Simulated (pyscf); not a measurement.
HO–Si(Cl)(Cl)–Cl + hydrogen (H₂) -> HO–SiH(Cl)–Cl + hydrogen chloride (HCl) (four-centre exchange; singlet surface; Cl–Si, H–H broken, H–Si, Cl–H formed). PySCF, gas phase, ωB97X-D3(BJ)/def2-SVP geometries. Energies in kcal/mol from the separated reactants.

```json
[
 {"level": "ωB97X-D3(BJ)/def2-TZVP", "barrier": "?", "reaction energy": "?"},
 {"level": "r²SCAN/def2-TZVP", "barrier": "50.2", "reaction energy": "+18.8"},
 {"level": "B3LYP-D3(BJ)/def2-TZVP", "barrier": "52.9", "reaction energy": "+17.2"},
 {"level": "PBE0-D3(BJ)/def2-TZVP", "barrier": "49.6", "reaction energy": "+17.4"},
 {"level": "ωB97M-D3(BJ)/def2-TZVP", "barrier": "54.0", "reaction energy": "+17.1"},
 {"level": "HF/def2-TZVP", "barrier": "?", "reaction energy": "+12.8"}
]
```

Question: Fill in the missing entries.

Answer: 
- ωB97X-D3(BJ)/def2-TZVP, barrier: 55.1
- ωB97X-D3(BJ)/def2-TZVP, reaction energy: +19.5
- HF/def2-TZVP, barrier: 71.2

The functionals in the table span 5.5 kcal/mol in this barrier, from PBE0-D3(BJ) to ωB97X-D3(BJ). This is the saddle that the search found; another between the same sides may lie lower.
